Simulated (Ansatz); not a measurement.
Basis-set extrapolation for C3H9NS, SMILES `CSC(C)N` (PBE0-D4/def2-TZVP geometry, frozen core, the Gaussian-basis code of Ansatz). Multiplicity 1, RHF reference.

```json
{"": "HF", "def2-TZVPP": "-570.898151", "def2-QZVPP": "-570.917983"}
{"": "MP2 correlation", "def2-TZVPP": "-0.925693", "def2-QZVPP": "-0.990427"}
{"": "CCSD(T) correlation", "def2-TZVPP": "-1.020674", "def2-QZVPP": "not run"}
```

Energies in hartree. Use E(X) = E(∞) + A·exp(−7.88·√X) for Hartree–Fock and E(X) = E(∞) + B·X^(−2.97) for correlation, with X = 3 and 4, and add CCSD(T) minus MP2 of the smaller set to the MP2 limit.

What is the CCSD(T) energy at the basis-set limit?

HF limit: -570.917983 + (-0.019832) × 0.13774 = -570.92071. MP2 limit: -0.990427 + (-0.064734) × 0.74074 = -1.03838. Higher-order term: -1.020674 − (-0.925693) = -0.09498. Total: -572.05407 hartree, 355.1 kJ/mol below CCSD(T)/def2-TZVPP.
